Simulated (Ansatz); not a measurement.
# CH3AlSi: the cost of one run

All numbers below are computed with Ansatz 0.2.0 (RKS PBE/6-31G*).

1 further run of the same task is left out (it didn't finish).

### 1 Starting point

Bond lengths: C1–Si2 1.845 Å, C1–Al3 1.932 Å, Si2–Al3 2.385 Å, C1–H4 1.090 Å, Si2–H5 1.505 Å, Al3–H6 1.622 Å. Angles: C1–Si2–Al3 52.5°, C1–Si2–H5 125.8°, Al3–Si2–H5 177.5°, Si2–C1–Al3 78.3°, Si2–C1–H4 131.4°, Al3–C1–H4 150.3°, C1–Al3–Si2 49.3°, C1–Al3–H6 154.5°, Si2–Al3–H6 156.2°.

Structure file:

```xyz
6

C    -0.6534   -0.5749   -0.2264
Si    0.4215    0.7527   -0.9248
Al    0.3786   -0.0511    1.3204
H    -1.4154   -1.2028   -0.6876
H     0.4505    1.1977   -2.3617
H     0.8182   -0.1216    2.8801
```

### 2 End point A

File input.yaml:

```yaml
crystal:
  periodic: [false, false, false]
  atoms:
    - { symbol: C, position_ang: [-0.65338, -0.57491, -0.22644] }
    - { symbol: Si, position_ang: [0.42146, 0.75268, -0.92477] }
    - { symbol: Al, position_ang: [0.37859, -0.05109, 1.32036] }
    - { symbol: H, position_ang: [-1.4154, -1.20277, -0.68762] }
    - { symbol: H, position_ang: [0.45051, 1.19768, -2.36166] }
    - { symbol: H, position_ang: [0.81821, -0.12159, 2.88013] }
basis:
  gaussian: { orbitals: "6-31G*" }
hamiltonian:
  xc: pbe
relax:
  f_tol: 0.02
  max_steps: 50
```

Run with:

```
$ ansatz run input.yaml --threads 1 --pin off --max-ram 2048MiB --backend cpu --events-out ev --progress --plain --runs-dir out
```

What time and memory should one allow on 1 thread of Arm Neoverse N1, shared host?

About 15 s, with a peak of 0.12 GiB.
